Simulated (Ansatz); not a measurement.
hcp Tc: LDA at its full settings (plane-wave cutoff 520 eV, 24×24×12 k mesh (along the axes of the cell as run), Fermi–Dirac smearing 0.05 eV, no spin polarisation, scalar-relativistic PAW data made under PBE) and at cheaper ones, in a cell of 2 atoms with Γ-centred meshes.

```
level and setting             lattice parameter a (Å)  lattice parameter c (Å)  bulk modulus B0 (GPa)
----------------------------  -----------------------  -----------------------  ---------------------
LDA (Ansatz)                                    2.710                    4.332                    343
LDA (Γ point alone) (Ansatz)                    3.128                    3.106                    390
LDA (2×2×2 k mesh) (Ansatz)                     2.546                    4.746                    340
LDA (4×4×4 k mesh) (Ansatz)                     2.720                    4.303                    349
```

Largest shifts from the full settings: lattice constant a +15.4 % (LDA (Γ point alone)), against a difference of -1.13 % of the full result from the reference 2.741 Å (measured, 293 K, not corrected to a static lattice; as tabulated in Wikipedia's data pages); lattice parameter c -28 % (LDA (Γ point alone)), against a difference of -1.52 % of the full result from the reference 4.399 Å (measured, 293 K, not corrected to a static lattice; as tabulated in Wikipedia's data pages); bulk modulus +13.7 % (LDA (Γ point alone)), against a difference of +13.2 % of the full result from the reference 303 GPa (measured, zero-point energy and finite temperature contributions removed; as tabulated in doi:10.1021/acs.jctc.3c00612).

The full settings aren't shown to be converged themselves.

Ansatz's density-functional and Hartree–Fock values are scalar-relativistic unless marked +SOC, with PAW data made under PBE.

Run with cheap settings on purpose, which may leave them unconverged: LDA (2×2×2 k mesh), LDA (4×4×4 k mesh), LDA (Γ point alone).

Ansatz is a first-principles code.
